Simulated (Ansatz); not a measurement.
C3H5FO can be A, `CO/C=C/F`, or B, `CC1(F)CO1`.

Calculated with Ansatz (gas phase, PBE0-D4/def2-TZVP geometries, no zero-point term in ΔE). CCSD(T)/CBS adds triple-zeta CCSD(T) − MP2 to the extrapolated MP2 energy (def2 sets, frozen cores). DFT in def2-TZVPP. B3LYP here is the variant with VWN-RPA as its local correlation; programs differ in this. Each species was taken in one conformer, which may not be the lowest.

(1) Which is lower in electronic energy at CCSD(T)/CBS, and by how much? (Best estimate.)

(2) Give E(B) − E(A) in kJ/mol with ωB97M-V, CCSD/def2-TZVPP, B3LYP-D4, HF/def2-TZVPP, r2SCAN-D4, MP2/def2-TZVPP, B2PLYP. (An estimate is asked.)

Largest T1 diagnostic: 0.012.

## Answers

(1) Computed: B, by 44.3 kJ/mol.

(2) Ansatz gave: ωB97M-V -47.7, CCSD/def2-TZVPP -45.7, B3LYP-D4 -31.0, HF/def2-TZVPP -34.5, r2SCAN-D4 -50.3, MP2/def2-TZVPP -55.4, B2PLYP -38.6. None reverses the order clearly.

In def2-TZVPP, CCSD(T) changes the Hartree–Fock value by −10.7 kJ/mol (the triples alone add +0.5 kJ/mol) and MP2 by −20.9 kJ/mol. From PBE to PBE0 (25 % exact exchange), in def2-TZVPP and without D4, E(B) − E(A) moves by −6.7 kJ/mol.
